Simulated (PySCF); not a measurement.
**Working out the ionisation energy of B**

B [He] 2s2 2p1 (2P) → B⁺ [He] 2s2 (1S). Calculation: PySCF 2.14, in aug-cc-pVDZ (4s3p2d, 23 functions); no relativity, point nucleus. Frozen: 1s2. Energies in hartree (1 hartree = 27.21139 eV):

```json
{"part": "UHF", "B (lower)": "-24.530574", "B⁺ (upper)": "-24.235014"}
{"part": "CCSD correlation", "B (lower)": "-0.059620", "B⁺ (upper)": "-0.058677"}
{"part": "(T)", "B (lower)": "-0.000909", "B⁺ (upper)": "0.000000"}
```

Problem. What does Hartree-Fock give?

Solution. (-24.235014) − (-24.530574) = 0.295560 hartree = 8.043 eV.

Problem. What do CCSD and CCSD(T) give?

Solution. The CCSD correlation energies differ by 0.000943 hartree = 0.026 eV and the triples by 0.000909 hartree = 0.025 eV, so CCSD gives 8.069 eV and CCSD(T) 8.094 eV.

Measured between the centres of the two terms (NIST): 8.297 eV, so CCSD(T) (valence) is off by -0.203 eV.

A double-zeta basis recovers only part of the correlation energy.

The coupled-cluster amplitudes are large, so a single reference is strained.

What remains against the reference includes basis incompleteness, the frozen core and higher excitations.
